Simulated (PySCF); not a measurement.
Which method gave which barrier?

Saddle point of AlH3O, singlet (AlH₃O ([OH][AlH2]) → AlHO ([O][AlH]) + H₂; bonds formed: H2–H4; bonds broken: Al1–H2, O3–H4), PBE0-D4/def2-TZVP structure:

| atom | x (Å) | y (Å) | z (Å) |
| --- | --- | --- | --- |
| Al1 | -0.5847 | -0.1079 | 0.2271 |
| H2 | 0.8778 | 0.6006 | -0.7709 |
| O3 | 0.5446 | -1.0449 | 0.9130 |
| H4 | 1.0971 | -0.0305 | -0.1967 |
| H5 | -1.9347 | 0.5827 | -0.1724 |

PySCF 2.14 with density fitting (its default auxiliary sets; JK sets also for MP2 and CCSD(T)); basis: def2-TZVPP, with def2-QZVPP for the basis limit; cores frozen in the correlated methods. Extrapolation: Hartree–Fock as exp(−7.88 √X), correlation as X^−2.97. Four methods, as single points on the PBE0-D4 structures, gave these electronic barriers from the start structure: 240.1, 272.6, 305.0, 355.6 kJ/mol.

Question: The methods were, in alphabetical order, BHLYP-D4, HF, PBE-D4, PBE0-D4. Which gave which? (A judgement: the text doesn't fix the answer.)

Answer: The calculation gives: PBE-D4 240.1; PBE0-D4 272.6; BHLYP-D4 305.0; HF 355.6 kJ/mol. For comparison, CCSD(T) at an estimated basis limit (MP2 extrapolated from triple and quadruple zeta, plus CCSD(T) − MP2 in triple zeta) gives 275.7 kJ/mol.

No T1 diagnostic of these runs exceeds 0.033. The T1 diagnostic is large here, which may signal multireference character or strong orbital relaxation, so CCSD(T) is less sure.

Labels in which every atom is bracketed show which atoms are joined, not bond orders.

For scale, one of the runs: CCSD(T)/def2-TZVPP, 115 basis functions, launched by `OMP_NUM_THREADS=4 python run.py`. Hardware: 4 CPU threads of an AMD EPYC 7B13, shared host. Wall time about 21 s.
